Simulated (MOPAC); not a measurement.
MOPAC input (AM1):

```
AM1 PRECISE GNORM=0.05 LET XYZ GEO-OK AUX(PRECISION=9) THREADS=1
C2F4

C     0.00319266 1    0.00643257 1    0.66040383 1
C    -0.00319266 1   -0.00643257 1   -0.66040383 1
F     0.02490825 1    1.11427502 1    1.37583632 1
F    -0.01150102 1   -1.08726216 1    1.39745609 1
F     0.01150102 1    1.08726216 1   -1.39745609 1
F    -0.02490825 1   -1.11427502 1   -1.37583632 1
```

Problem. What heat of formation does the run end on?

Solution. -175.18 kcal/mol.
